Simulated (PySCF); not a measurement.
# H2O2 (hydrogen peroxide) at BLYP/def2-TZVPP

Aim: the vertical ionisation energy of H2O2 (hydrogen peroxide) at BLYP/def2-TZVPP, from 2 runs. 

Program for the calculation: PySCF 2.14.0.

3 further runs of the same task are left out: 3 set aside as unsound or not needed.

## (1) The molecule

The species is H2O2 (4 atoms), meant as a singlet with charge 0. As SMILES, `OO`. The shape is that of a PBE0-D4/def2-TZVP optimisation.

Bond lengths: O1–O2 1.426 Å, O1–H3 0.965 Å, O2–H4 0.965 Å. Angles: O1–O2–H4 101.1°, O2–O1–H3 101.1°.

## (2) The energy at BLYP/def2-TZVPP

Contents of job.py:

```python
from pyscf import gto, dft

molecule = gto.M(
    atom='''
O   -0.486800  -0.581100   0.030600
O    0.048300   0.728400   0.206900
H    0.186400  -1.117000   0.467400
H    0.252100   0.969800  -0.704900
''',
    basis='def2-tzvpp',
    verbose=3,
    max_memory=1860,
)

mf = dft.RKS(molecule)
mf.xc = 'blyp'
mf.grids.level = 5
mf.conv_tol = 1e-10
mf.kernel()
if not mf.converged:
    mf = mf.newton().run(mf.mo_coeff, mf.mo_occ)

energy = mf.e_tot
print(f'total energy: {energy:.8f} hartree')
```

On the command line:

```bash
OMP_NUM_THREADS=1 python job.py
```

Log:

```text
converged SCF energy = -151.602378763202
total energy: -151.60237876 hartree
```

Wall time 6.3 s (1 thread of Arm Neoverse V2, shared host); peak memory 0.45 GiB.

## (3) The doublet cation at the same level

Contents of input.py:

```python
from pyscf import gto, dft

mol = gto.M(
    atom='''
O   -0.486800  -0.581100   0.030600
O    0.048300   0.728400   0.206900
H    0.186400  -1.117000   0.467400
H    0.252100   0.969800  -0.704900
''',
    basis='def2-tzvpp',
    charge=1,
    spin=1,
    verbose=4,
    max_memory=1860,
)

ks = dft.UKS(mol, xc='blyp')
ks.conv_tol = 1e-10
ks.grids.level = 5
ks.kernel()
if not ks.converged:
    ks = ks.newton().run(ks.mo_coeff, ks.mo_occ)

e_final = ks.e_tot
print('E = %.10f Eh' % e_final)
```

On the command line:

```bash
OMP_NUM_THREADS=1 python input.py
```

Log:

```text
PySCF version 2.14.0

[INPUT] num. atoms = 4
[INPUT] num. electrons = 17
[INPUT] charge = 1
[INPUT] spin (= nelec alpha-beta = 2S) = 1
[INPUT] symmetry False subgroup None
[INPUT] Mole.unit = angstrom
[INPUT] Symbol           X                Y                Z      unit          X                Y                Z       unit  Magmom
[INPUT]  1 O     -0.486800000000  -0.581100000000   0.030600000000 AA   -0.919918677438  -1.098119850985   0.057825619412 Bohr   0.0
[INPUT]  2 O      0.048300000000   0.728400000000   0.206900000000 AA    0.091273771816   1.376476509133   0.390984335173 Bohr   0.0
[INPUT]  3 H      0.186400000000  -1.117000000000   0.467400000000 AA    0.352244949619  -2.110824081139   0.883257990622 Bohr   0.0
[INPUT]  4 H      0.252100000000   0.969800000000  -0.704900000000 AA    0.476399956003   1.832656395603  -1.332067945206 Bohr   0.0

[... 43 lines left out ...]
WARN: HOMO -0.333311104402864 >= LUMO -0.333311104402865
[... 46 lines left out ...]
converged SCF energy = -151.194884328442  <S^2> = 0.75204094  2S+1 = 2.0020399
E = -151.1948843284 Eh
```

It took 12 s on 1 thread of Arm Neoverse V2, shared host; peak memory 0.46 GiB.

## (4) Summary of results

Level: BLYP/def2-TZVPP.

```
                                          quantity          value
                        singlet H2O2: total energy  -151.60238 Eh
                       singlet H2O2: dipole moment         1.76 D
                         singlet H2O2: HOMO energy       -6.17 eV
                         singlet H2O2: LUMO energy       -0.72 eV
                       singlet H2O2: HOMO–LUMO gap        5.45 eV
                      doublet cation: total energy  -151.19488 Eh
doublet cation: HOMO energy (highest over α and β)      -17.32 eV
 doublet cation: LUMO energy (lowest over α and β)      -16.09 eV
                              doublet cation: ⟨S²⟩          0.752
vertical ionisation energy (to the doublet cation)      11.088 eV
```

What this shows: Removing an electron at fixed nuclei costs 11.09 eV (1070 kJ/mol). The negative HOMO energy of the first species, 6.17 eV, lies 4.92 eV below that difference. Mulliken charges (singlet H2O2) run from -0.21 on O1 to +0.21 on H3. Mulliken charges (doublet cation) run from +0.19 on O1 to +0.31 on H3; they depend strongly on the basis.
